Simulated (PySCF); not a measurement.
Isomers of C4H7FN (doublet state). Level of theory: PySCF, PBE0-D3(BJ)/def2-SVP geometry optimisation, gas phase. One conformer each; no zero-point energy, no entropy. No frequencies were run at this level. Point groups hold within 0.08 Å. The open-shell SCF solutions weren't tested for stability.

**Question.** Rank from lowest to highest electronic energy at this level (kcal/mol).
A. `[NH2:1][CH:2][C@@H:3]1[CH2:4][C@H:5]1[F:6]` (doublet state) with H–N1–C2–C3 -166° and -36°, N1–C2–C3–C4 -88°
B. `[F:1][C@H:2]1[CH2:3][CH2:4][N:5][CH2:6]1` (doublet state) with F1–C2–C3–C4 153°, C2–C3–C4–N5 -27°, C3–C4–N5–C6 10°, C4–N5–C6–C2 11°

**Answer.** B (0.0), A (16.6).

As drawn, the higher has a three-membered ring and an N–H bond, which the lower lacks.

```tsv
SMILES	E (Eh)	E rel (kcal/mol)	dipole (D)	point group	A, B, C (MHz)	⟨S²⟩
F[C@H]1CC[N]C1	-310.60158	0.0	1.39	C1	7029, 3163, 2373	0.754
N[CH][C@@H]1C[C@H]1F	-310.57514	16.6	2.36	C1	10240, 1851, 1730	0.754
```

**Question.** How do the relative energies change in single points at B3LYP/IGLO-III on C F N, pcH-1 on H (no added dispersion term) on the same geometries?

**Answer.** 
| SMILES | PBE0-D3(BJ)/def2-SVP (kcal/mol) | B3LYP/IGLO-III on C F N, pcH-1 on H (kcal/mol) | shift |
| --- | --- | --- | --- |
| F[C@H]1CC[N]C1 | 0.0 | 0.0 | 0.0 |
| N[CH][C@@H]1C[C@H]1F | 16.6 | 16.3 | -0.3 |

Each column counts from its own lowest isomer. The order is unchanged; the largest shift is 0.3 kcal/mol.
